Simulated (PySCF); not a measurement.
ClF and its ions

PBE0; basis Cl def2-TZVP, F def2-TZVP; no relativity; PySCF 2.14. Neutral (UKS): singlet (closed shell), Re = 1.620 Å, ωe = 826 cm⁻¹, De = 2.62 eV, HOMO -9.39 eV, LUMO -2.94 eV.

ClF⁺ (UKS): doublet (π ↑), Re = 1.524 Å, ωe = 984 cm⁻¹, De = 3.11 eV to Cl⁺ + F. The energies at the minima are -559.76980 hartree for ClF and -559.31170 for ClF⁺.

Task: Work out the adiabatic ionisation energy, without and with harmonic zero-point energies (1 hartree = 27.2114 eV, 1 eV = 8065.5 cm⁻¹), and the change of the bond length.

Result: At PBE0: 0.45810 hartree = 12.466 eV between the minima; the zero-point term (984.0 − 826.0)/2 cm⁻¹ = +0.010 eV makes it 12.475 eV. Re changes by -9.6 pm against the neutral. Minus the HOMO energy is 9.39 eV, -3.08 eV from the value between the minima; self-interaction puts the Kohn–Sham level too high, less so with exact exchange. The electron leaves a π orbital, and the shorter bond of the ion fits an antibonding orbital, or a change in how ionic the bond is.

For an ion De counts to the pair picked by the measured ionisation energies or electron affinities, which need not be the lowest pair at this level. States were picked by a PBE0 search and need not be the measured ground states.
